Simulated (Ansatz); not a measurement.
Working through a composite energy at a relaxed geometry of AlFH₄Si, SMILES [F][AlH][SiH3]

Computed with Ansatz's Python interface.

Interactive session:
```pycon
>>> import itertools
>>> import ansatz as az
>>> from ase.data import atomic_numbers, covalent_radii
>>> import numpy as np
>>> molecule = (
...     az.Crystal.molecule()
...     .atom("F", (-1.4528, -2.2799, 0.2659))
...     .atom("Al", (-0.1682, -1.1143, 0.6931))
...     .atom("Si", (0.1194, 0.8831, -0.5445))
...     .atom("H", (0.881, -1.4519, 1.9084))
...     .atom("H", (-0.8614, 0.9636, -1.6079))
...     .atom("H", (0.0235, 2.0518, 0.3699))
...     .atom("H", (1.5197, 0.8795, -1.1306))
... )
>>> setup = (
...     molecule.calculation()
...     .basis(gaussian="def2-SVP")
...     .functional("r2SCAN")
... )
>>> symbols = [site.symbol for site in molecule.cartesian_sites]
>>> start = np.array([site.position_ang for site in molecule.cartesian_sites], dtype=float)
>>> data = setup.relax(force_tolerance=0.01).run(threads=1).report
>>> end = np.array(data["positions_ang"])
>>> # pairs closer than 1.2 times the sum of covalent radii, before or after
>>> radius = [covalent_radii[atomic_numbers[s]] for s in symbols]
>>> span = lambda where, i, j: np.linalg.norm(where[i] - where[j])
>>> bonded = [(i, j) for i, j in itertools.combinations(range(len(symbols)), 2) if min(span(start, i, j), span(end, i, j)) < 1.2 * (radius[i] + radius[j])]
>>> print("pair        before    after (A)")
pair        before    after (A)
>>> for i, j in bonded:
...     print(f"{symbols[i]}{i}-{symbols[j]}{j}".ljust(10), f"{span(start, i, j):8.4f} {span(end, i, j):8.4f}")
...
F0-Al1       1.7864   1.6716
Al1-Si2      2.3673   2.4478
Al1-H3       1.6407   1.5848
Si2-H4       1.4489   1.4954
Si2-H5       1.4870   1.4991
Si2-H6       1.5180   1.4991
>>> minimum = az.Crystal.molecule()
>>> for symbol, place in zip(symbols, end):
...     minimum = minimum.atom(symbol, place.tolist())
...
>>> at_minimum = minimum.calculation()
>>> # MP2 extrapolated to the basis limit, plus the small-basis difference CCSD(T) - MP2
>>> level = lambda method, basis: at_minimum.basis(gaussian=basis).correlation(method).run(threads=1).report
>>> small, large, cluster = level("mp2", "cc-pVDZ"), level("mp2", "cc-pVTZ"), level("ccsd_t", "cc-pVDZ")
>>> corr = lambda each: (each["free_energy_ev"] - each["reference_energy_ev"]) / 27.211386246
>>> mp2_limit = (27 * corr(large) - 8 * corr(small)) / 19
>>> pieces = {"HF / cc-pVTZ": large["reference_energy_ev"] / 27.211386246, "MP2 correlation, DZ-TZ limit": mp2_limit, "CCSD(T) - MP2 / cc-pVDZ": corr(cluster) - corr(small)}
>>> for name, value in pieces.items():
...     print(f"{name:32s} {value:14.6f} Ha")
...
HF / cc-pVTZ                        -632.742530 Ha
MP2 correlation, DZ-TZ limit          -0.504625 Ha
CCSD(T) - MP2 / cc-pVDZ               -0.046413 Ha
>>> print(f"{'sum':32s} {sum(pieces.values()):14.6f} Ha")
sum                                 -633.293567 Ha
>>> print("T1 diagnostic", round(cluster["correlation"]["coupled_cluster"]["t1_diagnostic"], 4))
T1 diagnostic 0.0147
```

Total energies depend on the basis set; only differences at equal settings carry meaning. The sum leaves out core correlation, relativity, the Hartree-Fock basis error and zero-point energy; a DZ-TZ extrapolation is rough. Inner cores stay frozen, so this is valence correlation. For Al to Cl the sets with a tight d function, cc-pV(X+d)Z, are usual. An extrapolation from small basis sets is rough. Run time: 40 s on 1 thread of Arm Neoverse V1 (shared host), peak memory 0.33 GiB.
